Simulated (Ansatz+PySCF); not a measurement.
A calculation with PySCF 2.14.0.

```python
from pyscf import gto, scf

mol = gto.M(atom="""
O 0.000000 0.000000 -0.108490
H 0.000000 0.000000 0.867930
O 29.951790 -0.025670 0.093740
H 30.385720 0.205380 -0.749900
""", basis='sto-3g', charge=0, spin=2)
mf = scf.UHF(mol)
mf.init_guess = '1e'
mf.kernel()
while True:  # follow internal instabilities
    mo, _, stable, _ = mf.stability(return_status=True)
    if stable: break
    mf.kernel(mf.make_rdm1(mo, mf.mo_occ))
print(mf.converged, mf.e_tot, mf.spin_square()[0])
```

The script is written out from the run's settings.

Results

```
Converged                       : yes
Total energy                    : -148.72658 hartree
Spin squared of the determinant : 2.007
```
